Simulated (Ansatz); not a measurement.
# PH3+ (quartet): wave-function methods side by side, def2-TZVPP

An exercise on one series of results from a longer session: the logs are not shown, and one member is left open.

Method: def2-TZVPP, core rule «outside noble gas», up to 5 orbitals frozen; program: Ansatz 0.2.0, Gaussian basis.

To be run: UHF; ROHF; CCSD(T) on UHF.

### What is computed

The geometry is a PBE0/def2-TZVP stationary point (not a proven minimum) of the parent state, kept for this charge and spin.

4 atoms, charge 1, spin multiplicity 4.

Atoms are counted from 1 here; the program's logs count them from 0.

Bond lengths: P1–H2 1.405 Å, P1–H3 1.405 Å, P1–H4 1.405 Å. Angles: H2–P1–H3 113.3°, H2–P1–H4 113.3°, H3–P1–H4 113.3°.

The first run:

Input file in.yaml:

```yaml
crystal:
  periodic: [false, false, false]
  atoms:
    - {symbol: P, position_ang: [0.000079, -0.000045, -0.032941]}
    - {symbol: H, position_ang: [1.354052, 0.014506, 0.340675]}
    - {symbol: H, position_ang: [-0.690409, 1.166785, 0.334178]}
    - {symbol: H, position_ang: [-0.666085, -1.179917, 0.337423]}
basis:
  gaussian: {orbitals: def2-TZVPP}
total_charge: 1
magnetization: {spin_polarized: true, initial_magnetization: 3}
hamiltonian: {xc: hf}
output: {orbitals: {seedname: orbitals}}
```

Command:

```console
$ ansatz run in.yaml --threads 1 --pin off --events-out ev --progress --plain --max-ram 4096MiB --backend cpu
```

Among the steps run: UHF; ROHF; CCSD(T) on UHF.

One of the session's tables, all rows but one given; the rest of the session is left out.

It belongs to the step «Misses and costs». 

| method | from UCCSD(T) (meV) |
| --- | --- |
| ROHF | +4199.9 |
| UHF | ? |
| UMP2 | +910.0 |
| UCCSD | +159.9 |
| UCCSD(T) | 0 |

Q: Estimate the row for UHF from the others.

**Answer.** from UCCSD(T) (meV): +4077.3. In the column «from UCCSD(T) (meV)» it lies between UMP2 (+910.0) and ROHF (+4199.9).
